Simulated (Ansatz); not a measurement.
Molecule: C$_{2}$H$_{4}$O$_{2}$, charge 0, multiplicity 1. SMILES: O=COC
Coordinates optimised at B3LYP-D3(BJ)/def2-TZVP (Ansatz, a program for electronic structure):
```
O
C 1 1.3374
O 2 1.1990 1 125.87
H 2 1.0980 3 125.01 1 -180.00
C 1 1.4400 2 115.72 4 180.00
H 5 1.0858 1 105.58 2 -180.00
H 5 1.0891 6 110.74 1 119.38
H 5 1.0891 6 110.74 7 121.24
```

CCSD(T) with Ansatz in growing basis sets, 24 correlated electrons. Correlated levels leave the core frozen unless marked. Open shells are spin-unrestricted. No spin-orbit coupling. Non-relativistic. Costs are ratios of core time to the smallest set, on shared machines of one kind, and rough; they hold the program's checks for lower states.

```json
[
 {"basis": "aug-cc-pVDZ", "functions": "128", "cost over smallest": "1×", "E(corr) (Eh)": "-0.7224", "electronic atomisation energy (kcal/mol)": "731.6"},
 {"basis": "aug-cc-pVTZ", "functions": "276", "cost over smallest": "10×", "E(corr) (Eh)": "-0.8649", "electronic atomisation energy (kcal/mol)": "768.2"}
]
```

Formally CCSD grows as o²v⁴ and (T) as o³v⁴; with o = 12 and v going from 112 to 260 both grow 29-fold in the last step, while integrals and the mean field grow more slowly. That step adds 142.5 mEh of correlation energy and 36.6 kcal/mol to the atomisation energy.
